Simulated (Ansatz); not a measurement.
Geometry optimisation, UKS PBE-D4/6-31G in Ansatz.

Input file:

```yaml
crystal:
  periodic: [false, false, false]
  atoms:
    - { symbol: C, position_ang: [-0.55752, -1.04258, 0.09376] }
    - { symbol: C, position_ang: [0.24553, -0.02264, 0.10334] }
    - { symbol: O, position_ang: [-0.86583, 0.55749, -0.50854] }
    - { symbol: H, position_ang: [-1.43233, 1.24627, -0.93838] }
total_charge: -1
magnetization:
  spin_polarized: true
basis:
  gaussian: { orbitals: "6-31G" }
hamiltonian:
  xc: pbe
  dispersion: d4
relax:
  f_tol: 0.02
  max_steps: 50
```

Launched with:

```bash
$ ansatz run input.yaml --threads 1 --pin off --max-ram 2048MiB --backend cpu --events-out ev --progress --plain --runs-dir out
```

Task: Where does it end, and by what steps?

Result: It converged. Limits of this set-up: no polarisation functions, an anion without diffuse functions, the dipole of an ion depends on the origin. After 10 steps the energy has fallen by 4.467 eV; C2 moved furthest, 0.83 Å. Parted: C1–O3.

| step | energy less start (eV) | largest force component (eV/Å) | accepted |
| --- | --- | --- | --- |
| 0 | 0.0000 | 6.567 | yes |
| 1 | -0.6268 | 3.277 | yes |
| 2 | -1.1484 | 1.696 | yes |
| 3 | -1.8586 | 3.797 | yes |
| 4 | -3.0398 | 3.091 | yes |
| 5 | -3.8088 | 2.159 | yes |
| 6 | -4.1103 | 3.874 | yes |
| 7 | -4.4498 | 0.477 | yes |
| 8 | -4.4609 | 0.337 | yes |
| 9 | -4.4664 | 0.083 | yes |
| 10 | -4.4666 | 0.010 | yes |

```xyz
4
Properties=species:S:1:pos:R:3
C 0.182 -1.263 0.245
C -0.539 -0.248 -0.045
O -1.350 0.876 -0.358
H -0.903 1.375 -1.092
```

Whether the end is a true minimum wasn't checked by a vibrational analysis.

The run took 49 s on 1 CPU thread of a shared host.
